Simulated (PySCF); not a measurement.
Species: tetrahydropyran, C₅H₁₀O.
SMILES with atom numbers: `[CH2:1]1[CH2:2][CH2:3][O:4][CH2:5][CH2:6]1` (hydrogens: H7, H8 on C1; H9, H10 on C2; H11, H12 on C3; H13, H14 on C5; H15, H16 on C6)

Structure optimised with GFN2-xTB, isolated species.

Question: What internal coordinates does the optimisation give?

Answer: 
| bond | length (Å) | order |
| --- | --- | --- |
| C1–C2, C1–C6 | 1.527 | single |
| C2–C3, C5–C6 | 1.529 | single |
| C3–O4, O4–C5 | 1.409 | single |
| C1–H7, C1–H8 | 1.092 | single |
| C2–H9 and 3 like bonds | 1.091 | single |
| C3–H11, C5–H13 | 1.102 | single |
| C3–H12, C5–H14 | 1.092 | single |

Bonds in one row agree within 0.01 Å and their mean is given. Orders are formal, as drawn. A selection of angles:
| angle | degrees |
| --- | --- |
| C2–C1–C6 | 109.0 |
| C2–C1–H7 | 109.5 |
| C6–C1–H8 | 110.5 |
| H7–C1–H8 | 108.0 |
| C1–C2–C3 | 109.3 |
| C1–C2–H9 | 110.9 |
| C1–C2–H10 | 109.5 |
| C3–C2–H9 | 109.6 |
| H9–C2–H10 | 108.5 |
| C2–C3–O4 | 112.0 |
| C2–C3–H11 | 109.4 |
| C2–C3–H12 | 111.1 |
| O4–C3–H11 | 109.7 |
| O4–C3–H12 | 105.7 |
| H11–C3–H12 | 108.8 |
| C3–O4–C5 | 111.7 |

Dihedral angles: C6–C1–C2–C3 54° (synclinal); C1–C2–C3–O4 -57° (synclinal); C2–C3–O4–C5 60° (synclinal); C3–O4–C5–C6 -60° (synclinal); O4–C5–C6–C1 57° (synclinal); C2–C1–C6–C5 -54° (synclinal).

O4 (cyclic ether oxygen) is bent (angle 111.7°). Of the pairs four or more bonds apart, H11···H13 is among the closest relative to their van der Waals radii: 2.39 Å, 100 % of the sum of Bondi's values. The 6-membered ring C1–C2–C3–O4–C5–C6 has internal angles of 109.0° to 112.0° (sum 663°, against 720° for a flat polygon); it is puckered, 0.23 Å rms from its mean plane, widest ring torsion 60°. All 4 C–C bonds measure 1.527 to 1.529 Å.

Point group: Cs (tolerance 0.08 Å). Not checked by GFN2-xTB frequencies. The numbers are those of one conformer.

These are computed values.
